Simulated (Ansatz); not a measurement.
A nudged elastic band was laid between two geometries of C2H7Al + H2 (12 atoms, charge 0, multiplicity 1).

Method: RKS PBE0/6-31G* (Ansatz 0.2.0).

```
movable images  : 9
climbing image  : yes
spring          : 5.0 eV/Å²
optimiser       : quadratic models (default)
start path      : through a guess of the saddle point
force threshold : 0.05 eV/Å
iteration limit : 60
end points      : relaxed
```

Image 0:

```xyz
12
Properties=species:S:1:pos:R:3
Al -0.091 -0.010 0.389
C 0.082 0.159 2.351
H -0.830 -0.212 2.840
H 0.902 -0.481 2.706
C 0.346 1.605 2.798
H 0.446 1.684 3.888
H 1.271 2.004 2.364
H -0.468 2.280 2.505
H 1.213 -0.084 -0.534
H -1.518 0.102 -0.323
H -0.312 -2.323 0.125
H -0.198 -2.278 0.865
```

Image 10:

```xyz
12
Properties=species:S:1:pos:R:3
Al -0.502 -0.776 -0.146
C 0.408 -0.025 2.387
H -0.591 -0.476 2.303
H 0.962 -0.642 3.102
C 0.318 1.434 2.808
H -0.185 1.527 3.777
H 1.313 1.880 2.902
H -0.250 2.021 2.079
H 0.879 -0.614 -0.931
H -1.518 0.453 -0.089
H -0.961 -2.222 0.347
H 0.971 -0.115 1.437
```

Which bonds break or form, and what moves?

Bonds broken: Al1–C2, H11–H12. Bonds formed: Al1–H11, C2–H12. C2H7Al + H2 becomes AlH3 + C2H6.

What energy profile does the band end with?

The forces met the threshold. The highest image is number 3 of 0 to 10, 1.08 eV above the first end and 1.65 eV above the last; the last end lies 0.57 eV below the first. A vibrational analysis at the climbing image gives 2 clearly imaginary modes (1346i, 67i cm⁻¹): a point of higher order, so a lower path passes nearby. The orbitals stay closed-shell, which can raise the energy where a bond breaks towards radicals; this wasn't checked here.

```json
{"image": "0", "path coordinate (Å)": "0.00", "energy (eV)": "0.00", "Al1–C2 (Å)": "1.98", "H11–H12 (Å)": "0.75", "Al1–H11 (Å)": "2.34"}
{"image": "1", "path coordinate (Å)": "0.59", "energy (eV)": "0.06", "Al1–C2 (Å)": "1.97", "H11–H12 (Å)": "0.75", "Al1–H11 (Å)": "2.20"}
{"image": "2", "path coordinate (Å)": "1.18", "energy (eV)": "0.38", "Al1–C2 (Å)": "1.99", "H11–H12 (Å)": "0.78", "Al1–H11 (Å)": "2.01"}
{"image": "3", "path coordinate (Å)": "1.77", "energy (eV)": "1.08", "Al1–C2 (Å)": "2.15", "H11–H12 (Å)": "1.07", "Al1–H11 (Å)": "1.75"}
{"image": "4", "path coordinate (Å)": "2.39", "energy (eV)": "0.01", "Al1–C2 (Å)": "2.50", "H11–H12 (Å)": "1.68", "Al1–H11 (Å)": "1.62"}
{"image": "5", "path coordinate (Å)": "3.01", "energy (eV)": "-0.45", "Al1–C2 (Å)": "2.89", "H11–H12 (Å)": "2.21", "Al1–H11 (Å)": "1.60"}
{"image": "6", "path coordinate (Å)": "3.63", "energy (eV)": "-0.51", "Al1–C2 (Å)": "3.02", "H11–H12 (Å)": "2.59", "Al1–H11 (Å)": "1.60"}
{"image": "7", "path coordinate (Å)": "4.24", "energy (eV)": "-0.53", "Al1–C2 (Å)": "2.93", "H11–H12 (Å)": "2.69", "Al1–H11 (Å)": "1.59"}
{"image": "8", "path coordinate (Å)": "4.86", "energy (eV)": "-0.55", "Al1–C2 (Å)": "2.83", "H11–H12 (Å)": "2.79", "Al1–H11 (Å)": "1.59"}
{"image": "9", "path coordinate (Å)": "5.48", "energy (eV)": "-0.56", "Al1–C2 (Å)": "2.80", "H11–H12 (Å)": "2.91", "Al1–H11 (Å)": "1.59"}
{"image": "10", "path coordinate (Å)": "6.10", "energy (eV)": "-0.57", "Al1–C2 (Å)": "2.79", "H11–H12 (Å)": "3.06", "Al1–H11 (Å)": "1.60"}
```

What is the geometry of the highest image?


```xyz
12
Properties=species:S:1:pos:R:3:forces:R:3
Al -0.133 -0.122 0.220 0.00 0.01 -0.01
C 0.037 -0.176 2.367 -0.02 -0.01 0.00
H -0.910 -0.419 2.865 0.00 0.00 0.00
H 0.826 -0.747 2.875 0.00 0.00 0.00
C 0.337 1.326 2.553 0.01 0.01 0.01
H 0.385 1.583 3.619 0.00 0.00 0.00
H 1.297 1.609 2.107 0.00 0.00 0.00
H -0.441 1.959 2.108 0.00 0.00 0.00
H 1.267 0.227 -0.433 0.00 0.01 0.00
H -1.597 0.358 -0.145 0.00 0.00 0.00
H -0.170 -1.853 0.467 0.00 0.00 0.01
H -0.054 -1.298 1.373 0.02 -0.02 -0.01
```

Time of the run: 6.4 min on 1 thread of Arm Neoverse V1, with other jobs on the host, peak memory 0.13 GiB.
